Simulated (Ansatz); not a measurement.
Wavefunction ladder for C4H7NO (`CCOCC#N`)

```xyz
13

C     1.420   -1.033    0.144
C     0.159   -0.698    0.912
O    -0.324    0.611    0.672
C    -0.881    0.770   -0.598
C    -1.523    2.077   -0.684
N    -2.037    3.099   -0.786
H     1.793   -2.010    0.458
H     2.196   -0.290    0.340
H     1.251   -1.081   -0.934
H    -0.634   -1.428    0.693
H     0.351   -0.731    1.985
H    -0.130    0.712   -1.398
H    -1.641    0.001   -0.804
```

Total charge 0; spin multiplicity 1. The structure was optimised at the PBE0-D4/def2-TZVP level. It is a higher conformer; a search finds a lower one. Frozen core, restricted reference, the Gaussian-basis code of Ansatz. CBS rows extrapolate triple and quadruple zeta; past MP2 they add the triple-zeta difference.

| basis | HF (Eh) | MP2 corr. |
| --- | --- | --- |
| def2-SVP | -284.61371 | -0.88243 |
| def2-TZVPP | -284.94374 | -1.08710 |
| def2-QZVPP | -284.95639 | -1.16079 |

Problem. Estimate the CCSD correlation energy and the (T) correction in each basis where they were run (hartree).

Solution. 
```
     basis  CCSD corr.       (T)
  def2-SVP    -0.93193  -0.03046
def2-TZVPP    -1.12203  -0.04858
 CBS(def2)    -1.25030     as TZ
```
